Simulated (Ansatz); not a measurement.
This geometry of C$_{3}$H$_{4}$FNO (10 atoms, charge 0, multiplicity 1) is a first-order saddle point.

Method: RKS BHLYP-D4/def2-SVP in Ansatz.

```xyz
10
Properties=species:S:1:pos:R:3
O -0.069 -1.012 -1.199
C 0.205 -0.872 0.135
F 1.557 -0.878 0.317
C -0.378 0.434 0.618
C -0.240 1.623 -0.180
N 0.560 1.597 0.765
H 0.318 -1.827 -1.516
H -0.187 -1.711 0.724
H -1.170 0.347 1.361
H -0.514 2.247 -1.022
```

Q: Which two structures does it join? (They come from a converged band through this point; their orientation in space is the band's.)

A: No bond is made or broken. The dihedral F3–C2–C4–H9 goes from 165 to -63°.

First end point:

```xyz
10
Properties=species:S:1:pos:R:3
O -0.407 -1.520 -0.901
C 0.307 -0.790 0.002
F 1.491 -0.376 -0.547
C -0.507 0.414 0.383
C -0.070 1.746 0.055
N 0.141 1.457 1.241
H 0.030 -2.354 -1.058
H 0.580 -1.380 0.888
H -1.554 0.186 0.578
H 0.071 2.566 -0.638
```

Last end point:

```xyz
10
Properties=species:S:1:pos:R:3
O 0.423 -0.815 -1.206
C 0.091 -0.896 0.113
F 1.109 -1.478 0.821
C -0.170 0.478 0.655
C -0.394 1.611 -0.205
N 0.753 1.593 0.256
H 0.588 -1.691 -1.546
H -0.785 -1.539 0.281
H -0.513 0.478 1.690
H -1.019 2.207 -0.860
```

Q: How far does it lie above each of them?

A: 0.111 eV above the first and 0.058 eV above the second. This is the barrier of this one path; another mechanism may lie lower.

Time of the run: 3.4 min on 2 threads of Arm Neoverse V1, with other jobs on the host, peak memory 0.23 GiB.
